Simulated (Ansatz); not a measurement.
I need a rigid scan of one bond angle of H₃PS, SMILES PS. Use the Ansatz DFT code, driven from Python. Level of theory (for the species named): Hartree-Fock, def2-SVP basis, multiplicity 1.

```tsv
atom	x (Å)	y (Å)	z (Å)
P	-0.6081	-0.4777	0.3761
S	0.4107	1.1910	-0.4400
H	0.3176	-1.4192	0.2340
H	-1.2683	-0.8141	-0.8140
H	1.1980	1.4464	0.6024
```

The script, `bend_h3ps.py`:
```python
from dataclasses import dataclass

import ansatz as az
from ase import Atoms


@dataclass
class Settings:
    basis_set: str = "def2-SVP"
    xc: str = "hf"
    force_tol: float = 0.02


cfg = Settings()

atoms = Atoms(["P", "S", "H", "H", "H"], positions=[
    [-0.6081, -0.4777, 0.3761],
    [0.4107, 1.191, -0.44],
    [0.3176, -1.4192, 0.234],
    [-1.2683, -0.8141, -0.814],
    [1.198, 1.4464, 0.6024],
])

first = (
    az.Crystal.molecule_from_ase(atoms).calculation()
    .basis(gaussian=cfg.basis_set)
    .functional(cfg.xc)
    .relax(force_tolerance=cfg.force_tol, max_steps=80)
)
atoms.positions = first.run().report["positions_ang"]

rows = []
for angle in [85, 95, 105, 115, 125, 140, 160]:
    bent = atoms.copy()
    bent.set_angle(0, 1, 4, angle, indices=[4])
    calculation = (
        az.Crystal.molecule_from_ase(bent).calculation()
        .basis(gaussian=cfg.basis_set)
        .functional(cfg.xc)
    )
    rows.append((angle, calculation.run().report["free_energy_ev"]))
floor = min(e for _, e in rows)
for angle, e in rows:
    print(f"angle P0-S1-H4 = {angle:3d} deg   {1000 * (e - floor):9.1f} meV")
```

```console
$ python bend_h3ps.py
angle P0-S1-H4 =  85 deg       100.2 meV
angle P0-S1-H4 =  95 deg         0.0 meV
angle P0-S1-H4 = 105 deg        70.7 meV
angle P0-S1-H4 = 115 deg       292.4 meV
angle P0-S1-H4 = 125 deg       644.2 meV
angle P0-S1-H4 = 140 deg      1359.3 meV
angle P0-S1-H4 = 160 deg      2423.1 meV
```

Caveats:
- The settings weren't tested for convergence.
- The scan is rigid, and the energies are electronic, in a modest basis. The zero is the lowest point of the grid, which needn't be the minimum.
- The whole script took 4.7 s on 1 thread of Arm Neoverse V1, on a shared host, peak memory 0.17 GiB.
